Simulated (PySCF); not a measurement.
Orbital energies and ionisation energy

Isopropyl formate, C₄H₈O₂.
Z-matrix (Å and degrees, PBE0-D3(BJ)/def2-SVP geometry), rows numbered from 1:
```
C 
C   1  1.5157
C   2  1.5116  1  113.80
O   2  1.4430  1  109.46  3  -118.78
C   4  1.3276  2  117.46  1   -83.64
O   5  1.1985  4  126.29  2    -0.15
H   1  1.1002  2  110.16  3   -59.92
H   1  1.0989  2  110.66  3  -179.33
H   1  1.1009  2  110.54  3    59.79
H   2  1.1018  1  109.20  3   124.07
H   3  1.0994  2  110.76  1  -179.29
H   3  1.1007  2  110.67  1   -59.15
H   3  1.0997  2  110.21  1    60.73
H   5  1.1109  4  109.11  2  -179.83
```

Level: wB97X-D/def2-SVPD (PySCF). Frontier orbitals with their largest atomic shares (Löwdin; up to four atoms above 4 %):

```csv
orbital,ε (eV),main atoms
HOMO−3,-12.29,"C3 24 %, C1 18 %, H11 14 %, C2 10 %"
HOMO−2,-11.58,"C2 23 %, O4 18 %, H10 13 %, C3 13 %"
HOMO−1,-10.82,"O4 39 %, O6 25 %, C1 10 %, C2 10 %"
HOMO,-10.23,?
LUMO,1.94,"C5 40 %, O6 30 %, O4 17 %, H14 8 %"
LUMO+1,2.33,"C3 18 %, C1 14 %, C5 12 %, H13 7 %"
LUMO+2,2.92,"C5 24 %, H14 21 %, O4 13 %, O6 13 %"
```

Q: What vertical ionisation energy does ΔSCF give, and how far is −ε(HOMO) from it?

A: ΔSCF: 10.76 eV (1038 kJ/mol; threshold wavelength 115 nm); ⟨S²⟩ of the doublet left behind is 0.757, against 0.75 for a pure doublet. −ε(HOMO) is 10.23 eV, 0.53 eV below it. In exact Kohn–Sham theory the two would be equal; wB97X-D (range-separated hybrid) falls short of its own ΔSCF value by 5 %. Holes in the HOMO−1 and HOMO−2 were tried too where these lie within 1.2 eV of the HOMO; the lowest converged state counts.

Q: On which atoms does the HOMO lie?

A: O6 (ester carbonyl oxygen) 65 %, C5 (ester carbonyl carbon) 12 %, O4 (ester single-bonded oxygen) 9 %, H14 (formyl hydrogen) 6 %, so more than half of it is on one atom. The HOMO−1 lies 0.59 eV lower.

Q: With α = 57.1 au, estimate the like-pair dispersion coefficient by London's formula C6 = (3/4)α²I.

A: I = 0.3953 Eh, so C6 ≈ 965 au, a rough estimate.

Q: What total energies stand behind the ΔSCF value?

A: E(N) = -307.39350 Eh and E(N − 1) = -306.99824 Eh at the same geometry, 0.39526 Eh apart.

Q: Shift the occupied levels rigidly so that −ε(HOMO) equals the ΔSCF value. What binding energies result?

A: The shift is +0.53 eV: HOMO 10.76, HOMO−1 11.35, HOMO−2 12.11, HOMO−3 12.82 eV. A rigid shift is only a rough guide to the deeper ionisations.

One conformer (not necessarily the lowest) at the PBE0-D3(BJ)/def2-SVP geometry, without solvent, vibrations or thermal averaging.

The pairwise dispersion term of wB97X-D wasn't added to the energies; at a given geometry it leaves orbitals and properties as they are.
